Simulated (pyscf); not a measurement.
# Elimination: H₃C–SiH(Cl)–Cl (SMILES C[SiH](Cl)Cl) -> H₂C=SiH–Cl (SMILES C=[SiH]Cl) + HCl (SMILES Cl)

Gas phase, singlet surface, charge 0. Bonds broken: C1–H5, Si2–Cl3. Bonds formed: Cl3–H5. Single points on ωB97X-D3(BJ)/def2-SVP structures (PySCF, gas phase). MP2 and CC: frozen core, UHF for open shells. ΔMP2 is the change of the MP2 total energy from the triple- to the quadruple-zeta basis.

Transition state (Å):

```xyz
8

C     -1.0139    -0.2469     1.2015
Si     0.1570     0.5254     0.2018
Cl     0.1683    -2.0295    -0.9775
Cl    -0.3707     1.6247    -1.4178
H     -0.5889    -1.4558     0.1236
H     -0.7129    -0.6247     2.1855
H     -2.0822    -0.0487     1.0659
H      1.6163     0.5462     0.4120
```

One imaginary mode, 883i cm⁻¹; descent along it reached the two sides named, in the forms told below.

```csv
bond,change,reactant side (Å),saddle,product side
C1–H5,breaks,1.101,1.674,2.426
Si2–Cl3,breaks,2.061,2.8,3.5
Cl3–H5,forms,3.4,1.454,1.297
```

Electronic energies relative to the reactant's lowest minimum found (eV):

| level | barrier | reaction energy | reverse barrier |
|---|---|---|---|
| ωB97X-D3(BJ)/def2-TZVP | 3.80 | +3.77 | 0.03 |
| PBE/def2-TZVP | 3.29 | +3.37 | -0.09 |
| r²SCAN/def2-TZVP | 3.52 | +3.58 | -0.06 |
| B3LYP-D3(BJ)/def2-TZVP | 3.52 | +3.49 | 0.02 |
| PBE0-D3(BJ)/def2-TZVP | 3.57 | +3.65 | -0.08 |
| M06-2X/def2-TZVP | 3.70 | +3.63 | 0.08 |
| ωB97M-D3(BJ)/def2-TZVP | 3.66 | +3.58 | 0.08 |
| HF/def2-TZVP | 4.30 | +3.66 | 0.64 |
| MP2/def2-QZVPP | 3.70 | +3.64 | 0.06 |
| CCSD/def2-TZVPP | 3.84 | +3.50 | 0.34 |
| CCSD(T)/def2-TZVPP | 3.71 | +3.46 | 0.25 |
| CCSD(T)/def2-TZVPP + ΔMP2(QZVPP) | 3.71 | +3.49 | 0.22 |

With CCSD(T)/def2-TZVPP + ΔMP2(QZVPP) energies and thermal terms (ideal gas, 1 atm, RRHO with modes under 100 cm⁻¹ raised to 100, one conformer, R ln 2 for chiral ones without a mode under 150 cm⁻¹), in eV:

```csv
T (K),ΔH‡,ΔG‡,ΔH,ΔG
298,3.49,3.48,+3.33,+2.89
600,3.50,3.47,+3.33,+2.43
900,3.50,3.46,+3.32,+1.99
1200,3.50,3.44,+3.30,+1.54
```

On the product side the descent ends in a complex, 0.20 eV under the separated species and 0.23 eV under the saddle at ωB97X-D3(BJ)/def2-TZVP. At PBE, r²SCAN, PBE0-D3(BJ) the saddle lies under the separated products, which points to a path from their complex (located at ωB97X-D3(BJ) alone), and parting the products costs more than the saddle. The same reactants have a lower exit, to H₃C–Si:–Cl [singlet] + HCl (barrier +3.25 eV at ωB97M-D3(BJ)/def2-TZVP, against +3.66 eV here). H₂C=SiH–Cl lies 0.59 eV over its isomer H₃C–Si:–Cl [singlet] (electronic energy, ωB97M-D3(BJ)/def2-TZVP). This is the saddle that the search found; another between the same sides may lie lower. The CCSD(T) − MP2 part came from Ansatz, without density fitting, on the same reference.
